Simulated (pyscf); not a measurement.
Thermochemistry of product channels of `[F][C]([F])[F]` [doublet] + `[Cl][Cl]` on the doublet surface, in eV, from CCSD(T)/def2-TZVPP + ΔMP2(QZVPP) energies (ideal gas, 1 atm, RRHO with modes under 100 cm⁻¹ raised to 100, one conformer, R ln 2 for rigid chiral ones). Single points on ωB97X-D3(BJ)/def2-SVP structures (PySCF, gas phase). Correlated levels are frozen-core, on RHF or UHF. ΔMP2 is the change of the MP2 total energy from the triple- to the quadruple-zeta basis.

| products | ΔE | ΔH(298 K) | ΔG(298 K) | ΔG(1200 K) |
|---|---|---|---|---|
| `[F][Cl]` + `[F][C][F]` [singlet] + `[Cl]` [doublet] | +3.55 | +3.48 | +3.08 | +1.84 |
| `[F][C]([F])([F])[Cl]` + `[Cl]` [doublet] | -1.32 | -1.28 | -1.14 | -0.78 |

These are energies of the channels, which say nothing of barriers. The CCSD(T) − MP2 part came from Ansatz, without density fitting, on the same reference. Left out: orbital degeneracy and the spin-orbit lowering of Cl.
